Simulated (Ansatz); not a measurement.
# Fluorite CdF2

These are r²SCAN (Ansatz, an electronic-structure program, plane waves, PAW) values and carry that method's errors.

Numerical settings: plane-wave cutoff 560 eV, 12×12×12 k mesh, Fermi–Dirac smearing 0.01 eV, scalar-relativistic PAW data made under PBE.

Cell (relaxed at this level):

```cif
data_Cd4F8
_chemical_formula_sum 'Cd4 F8'
_space_group_name_H-M_alt 'Fm-3m'
_space_group_IT_number 225
_space_group_name_Hall '-F 4 2 3'
_cell_length_a 5.38816
_cell_length_b 5.38816
_cell_length_c 5.38816
_cell_angle_alpha 90.000
_cell_angle_beta 90.000
_cell_angle_gamma 90.000
loop_
_atom_site_label
_atom_site_type_symbol
_atom_site_symmetry_multiplicity
_atom_site_Wyckoff_symbol
_atom_site_fract_x
_atom_site_fract_y
_atom_site_fract_z
_atom_site_occupancy
Cd1 Cd 4 a 0.00000 0.00000 0.00000 1
F1 F 8 c 0.25000 0.25000 0.25000 1
```
(The calculation used a cell of 3 atoms; values per cell refer to that cell.)

- bulk modulus B0 = 113 GPa
- band gap = 3.79 eV
- smallest direct gap on the k points sampled = 4.31 eV
- pressure derivative B′ of the bulk modulus = 4.8

Measured, for comparison: band gap 7.8 eV (temperature not stated, not corrected to a static lattice, indirect W–Γ; as tabulated in Cappellini et al. (2013), arXiv:1302.2571).

Spin–orbit coupling is not included.

Static lattice: no zero-point or thermal effects.

It cost around 70 core-seconds (rough) of CPU time.
